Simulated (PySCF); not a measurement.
# C2H5F: the cost of one run

Computed with PySCF 2.14.0, with density-fitted response routines of our own, on a single molecule in the gas phase. Atoms count from 0, in the outputs and in this text.

### 1 Starting geometry

8 atoms, charge 0, multiplicity 1; geometry from: GFN2-xTB. The atoms were then displaced at random by about 0.01 Å, so the start is not that level's minimum.

Bonds of the start (Å): C0–C1 1.49, C1–F2 1.37, C0–H3 1.08, C0–H4 1.12, C0–H5 1.07, C1–H6 1.10, C1–H7 1.09.

### 2 Relaxing the molecule at PBE0-D3(BJ)/def2-SVP

The job: settings as JSON, then the geometry in Å.

```
{"job": {"xc": "PBE0", "basis": "def2-SVP", "d3": "d3bj", "grid": 1, "shake": 0.01, "kind": "geom"}, "charge": 0, "multiplicity": 1}
C     -0.758390    -0.038260    -0.045780
C      0.730010    -0.066000     0.013460
F      1.213050     1.142970     0.440770
H     -1.156740     0.203920     0.929930
H     -1.101890     0.758750    -0.748900
H     -1.162240    -0.965620    -0.396050
H      1.188440    -0.245160    -0.968710
H      1.102900    -0.809750     0.722810
```

Run with:

```sh
$ OMP_NUM_THREADS=1 python probes_run.py task.json out
```

One launch serves the whole session: the jobs run in the order shown.

Q: Estimate the wall time and peak memory of this first job on 1 thread of Arm Neoverse V2, shared host.

About 4.3 s, with a peak of 0.3 GiB.
